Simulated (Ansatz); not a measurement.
Two isomers of C3H5NO: A = `C1=NCOC1`, B = `N=C1CCO1`.

Calculated with Ansatz (gas phase, PBE0-D4/def2-TZVP geometries, no zero-point term in ΔE). CBS: MP2 limit from def2 TZ/QZ plus the TZ coupled-cluster correction, frozen cores. Functionals use def2-TZVPP. One conformer a species, not always the lowest.

**Question.** Which isomer does CCSD(T)/CBS put lower? Give the gap. (An estimate is asked.)

**Answer.** Ansatz gave: A, by 1.8 kcal/mol.

**Question.** Give E(B) − E(A) in kcal/mol with ωB97M-V, HF/def2-TZVPP, LDA (SPW92), CCSD/def2-TZVPP, MP2/def2-TZVPP, B2PLYP, PBE0-D4. (An estimate is asked.)

**Answer.** Ansatz gave: ωB97M-V 0.3, HF/def2-TZVPP 3.9, LDA (SPW92) -0.6, CCSD/def2-TZVPP 2.0, MP2/def2-TZVPP 0.8, B2PLYP 0.6, PBE0-D4 0.1. The order is the other way round with LDA (SPW92).

**Question.** Does the order hold for the free energy at 298.15 K (harmonic terms from PBE0-D4)? (Estimate.)

**Answer.** Ansatz gave: Yes: G(B) − G(A) = +1.6 kcal/mol, for one conformer each.

Largest T1 diagnostic: 0.014.

From BLYP to BHLYP (50 % exact exchange), in def2-TZVPP and without D4, E(B) − E(A) moves by +3.4 kcal/mol. Leaving LDA and LC-ωPBE aside and taking each functional with its dispersion term where it has one, the values, not all of them listed here, spread over 4.0 kcal/mol, from PBE-D4 to BHLYP-D4. LDA lies +1.1 kcal/mol from PBE without D4.
